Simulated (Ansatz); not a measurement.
`CC(N)N` + H₂S → `NC(N)S` + CH₄  (substitution at a C–C bond)

Isolated molecules relaxed with PBE0-D4/def2-TZVP in Ansatz; ΔE leaves out vibrations. CCSD(T)/CBS is the MP2 limit (def2-TZVPP, def2-QZVPP) plus CCSD(T) − MP2 in def2-TZVPP, frozen cores. This one scheme is used for every species. DFT in def2-TZVPP. One conformer a species, not always the lowest.

```json
{"level": "BLYP-D4", "ΔE (kcal/mol)": "-2.0", "difference from CCSD(T)/CBS": "-3.0"}
{"level": "CAM-B3LYP-D4", "ΔE (kcal/mol)": "0.6", "difference from CCSD(T)/CBS": "-0.4"}
{"level": "BLYP", "ΔE (kcal/mol)": "-1.4", "difference from CCSD(T)/CBS": "-2.4"}
{"level": "PBE0", "ΔE (kcal/mol)": "-0.1", "difference from CCSD(T)/CBS": "-1.1"}
{"level": "r2SCAN0", "ΔE (kcal/mol)": "0.1", "difference from CCSD(T)/CBS": "-0.9"}
{"level": "RPA@PBE/def2-TZVPP", "ΔE (kcal/mol)": "2.0", "difference from CCSD(T)/CBS": "1.0"}
{"level": "HF/def2-TZVPP", "ΔE (kcal/mol)": "2.6", "difference from CCSD(T)/CBS": "1.6"}
{"level": "SCS-MP2/def2-TZVPP", "ΔE (kcal/mol)": "1.0", "difference from CCSD(T)/CBS": "0.0"}
{"level": "CCSD/def2-TZVPP", "ΔE (kcal/mol)": "2.2", "difference from CCSD(T)/CBS": "1.2"}
{"level": "SCS-MP2/def2-QZVPP", "ΔE (kcal/mol)": "0.9", "difference from CCSD(T)/CBS": "-0.1"}
{"level": "CCSD(T)/CBS", "ΔE (kcal/mol)": "1.0", "difference from CCSD(T)/CBS": "0"}
```

Largest T1 diagnostic among the species: 0.010.

From PBE to PBE0 (25 % exact exchange), in def2-TZVPP and without D4, ΔE moves by +1.3 kcal/mol. At CCSD(T), def2-SVP lies +1.6 kcal/mol from the extrapolated value and def2-TZVPP +0.4 kcal/mol. Leaving LDA and LC-ωPBE aside and taking each functional with its dispersion term where it has one, the values, not all of them listed here, spread over 2.8 kcal/mol, from revPBE-D4 to ωB97X-V. LDA lies +1.0 kcal/mol from PBE without D4.
